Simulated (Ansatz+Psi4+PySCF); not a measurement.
Two shapes of triplet H2O.

Shape 1:

```xyz
3

H     0.0000    0.0000   -0.8603
O     0.0000    0.0000    0.3290
H     0.0000    0.0000   -1.7719
```

Shape 2:

```xyz
3

H    -0.0297    0.0010   -0.8646
O    -0.0018    0.0215    0.3082
H     0.0115   -0.0208   -1.7535
```

Basis set: cc-pVTZ (spherical functions). Frozen core: 1 orbital. Correlation on ROHF uses semicanonical orbitals with singles. Charge 0, multiplicity 3.

Computed with Ansatz (development build ahead of 0.2.0) and Psi4 1.11; each method stands on the lowest determinant of its kind that the runs found.

Which shape is lower in energy, and by how much in each method?

```csv
method,E(2) − E(1) (eV)
ROHF,0.000
UHF,0.014
ROHF-MP2,-0.023
UHF-MP2,-0.006
```

The methods disagree on the order. Caution for ROHF-MP2: large amplitudes, a single reference is doubtful.
